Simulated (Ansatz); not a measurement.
in.yaml

```yaml
crystal:
  periodic: [false, false, false]
  atoms:
    - {symbol: Be, position_ang: [0.000816, -0.053581, 1.924080]}
    - {symbol: Mg, position_ang: [-0.000017, -0.042476, -0.658150]}
    - {symbol: H, position_ang: [0.047947, 1.102673, 0.987874]}
    - {symbol: H, position_ang: [-0.054830, 0.400652, -2.321121]}
basis:
  gaussian: {orbitals: 6-31G, point_charges: [{charge: 0.50, position_ang: [2.714, 0.164, -0.961]}]}
magnetization: {spin_polarized: false, initial_magnetization: 2}
correlation: {method: fic_nevpt4_sd, electrons: valence, active_space: {window: {electrons: 6, orbitals: 6}}}
scf: {lower_state_search: light}
```

```sh
$ ansatz run in.yaml --threads 1 --pin off --events-out ev --progress --plain --max-ram 2393MiB
```

**Question.** Roughly how long does this take on 1 thread of Arm Neoverse V2, shared host, and how much host memory?

**Answer.** 0.78 s wall and 0.16 GiB.

```
321 factors; integrals over basis functions are off by at most 2.3e-4 eV
mean field evaluation 1: about -5855.9485 eV, gradient 8.0e0 eV
mean field evaluation 2: about -5855.9812 eV, gradient 8.0e0 eV
mean field evaluation 4: about -5857.6102 eV, gradient 1.4e0 eV
mean field evaluation 8: about -5857.6836 eV, gradient 2.1e-2 eV
mean field evaluation 16: about -5857.6803 eV, gradient 2.0e-1 eV
mean field -5857.68356451 eV, -215.2659005151 hartree, gradient 2.0e-6 eV, S^2 2.000000; 4 other end points of the search recorded, 0 dependent functions left out
reference -5857.68356451 eV, -215.2659005151 hartree; 10, 8 occupied and 16, 18 virtual orbitals, 321 factors
state -5858.51480881 eV, -215.2964481798 hartree
state -5858.51480881 eV, -215.2964481798 hartree; corrected -5859.19593776 eV, -215.3214792070 hartree
Total energy: -5859.19593776 eV, -215.3214792070 hartree
```

Natural occupations: 1.9814 1.9645 1.0023 1.0005 0.0335 0.0179.
